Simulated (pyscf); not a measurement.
A first-order saddle from PySCF, ωB97X-D3(BJ)/def2-SVP:

```xyz
18

N     -2.4495     0.6863     0.8149
Si    -0.7936     0.3142     1.1631
N     -0.0422    -0.2424    -0.3005
Si    -0.2494     0.4618    -1.8762
N      1.1844     0.1644    -2.8002
H     -3.0826    -0.0165     0.4482
H     -2.9441     1.4062     1.3298
H     -0.4831    -0.8841     2.2151
H     -0.2359     1.5944     1.7055
H      0.4794    -1.1137    -0.2606
H     -1.3466    -0.1389    -2.6968
H     -0.5894     1.8966    -1.6311
H      2.0764     0.5596    -2.5222
H      1.1249     0.0617    -3.8071
C     -0.0833    -2.1411     3.0801
H      1.0037    -2.0445     3.1842
H     -0.4189    -2.9880     2.4701
H     -0.6533    -1.9795     4.0020
```
Charge 0, spin multiplicity 2.

Surface: doublet, charge 0. Lowest wavenumbers (cm⁻¹): 1075i, 20, 33, 39, 56.

Which two sides does it connect, and which bonds change?

H₂N–SiH₂–NH–SiH₂–NH₂ + methyl (CH₃•) ⇌ H₂N–SiH•–NH–SiH₂–NH₂ + methane (CH₄), a hydrogen abstraction read from left to right: H–Si broken and C–H formed. At ωB97M-D3(BJ)/def2-TZVP it lies +9.2 kcal/mol from the left side and +24.6 kcal/mol from the right (each side as separated species at their lowest minima found). One saddle was located; it need not be the lowest between these sides. The angle at the transferred H is 172°.
